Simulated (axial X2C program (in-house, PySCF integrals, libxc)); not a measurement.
Spectroscopic constants of PO

All values were computed with an axial X2C code built on PySCF integrals. Spin-free means the one-electron spin-free X2C Hamiltonian; two-component (2c) means X2C with spin–orbit coupling and atomic mean-field two-electron Coulomb and Gaunt terms, so the difference of the two also holds small scalar two-electron terms. Basis: P dyall-v3z [8s7p2d1f], O dyall-av3z [7s6p3d2f] (cores contracted in-house); Gaussian nuclei, density fitting, unrestricted open shells. Masses: P 30.974 u, O 15.995 u.

The run was started with this input:
```json
{"zs": [15, 8], "q": 0, "bas": ["dyall-v3z", "dyall-av3z"], "levels": ["PBE0", "HF", "LDA"], "cc": true, "r0": 1.59, "thr": -2.0, "nmax": 90, "npts": 10, "nst": 2, "ntry": 6}
```
```bash
python so2c.py task.json out
```

Keys: zs atomic numbers; q charge; bas basis sets; levels methods; cc coupled cluster on or off; r0 starting distance in Å; thr threshold in hartree for freezing inner shells (an s shell follows its p shell); nmax most natural virtual spinors; npts points on the curve; nst determinants followed; ntry starts of the search. HF also brings MP2.

State, spin-free: M_S = 1/2, Λ = 1 (beyond evenly filled blocks: π+α); electrons by block: σα: 7, σβ: 7, π+α: 3, π+β: 2, π-α: 2, π-β: 2. Fragments: P + O.

State, 2c: Ω = 1/2 (⟨Sz⟩ = -0.50, ⟨Lz⟩ = 1.00 at PBE0); electrons by block: 1/2: 10, -1/2: 9, 3/2: 2, -3/2: 2. Fragments: P + O.

```csv
Hamiltonian,level,Re (Å),ωe (cm⁻¹),αe (cm⁻¹),De (eV),D0 (eV),k (mdyn/Å),μ (D)
spin-free,PBE0,1.483,1272.6,0.00476,5.81,5.73,10.1,-2.05
spin-free,LDA,1.493,1219.6,0.00502,7.66,7.58,9.24,-1.93
2c,PBE0,1.483,1272.3,0.00476,5.82,5.74,10.1,-2.06
2c,LDA,1.493,1219.4,0.00502,7.67,7.60,9.24,-1.93
```

Dipoles are positive if O is the positive end.

The state is one determinant whose occupation by symmetry is held fixed; it was picked as the lowest of a PBE0 search that is not exhaustive. Dissociation energies refer to the lowest single-determinant-based atoms at the same level and basis. Density functionals use the spin component along the axis (collinear). In 2c an atomic determinant is not the ground J level, so De misses part of the atomic spin–orbit lowering. This holds for PBE0, LDA. The functionals have no current-density term, which raises determinants with orbital currents, atoms included.

No reliable constants came from CCSD (2c), CCSD (spin-free), CCSD(T) (2c), CCSD(T) (spin-free), HF (2c), HF (spin-free), MP2 (2c), MP2 (spin-free): no minimum in range, unconverged points, a curve that is not smooth, a change of character along it, or the two Hamiltonians disagreeing along it.

Rough cost a point (2c) on 1 thread(s) of a shared host, integrals apart: PBE0 0.3 s, LDA 0.15 s.

The whole task took 2.2 min on 1 thread of Intel(R) Xeon(R) Processor @ 2.30GHz, with other jobs on the host.
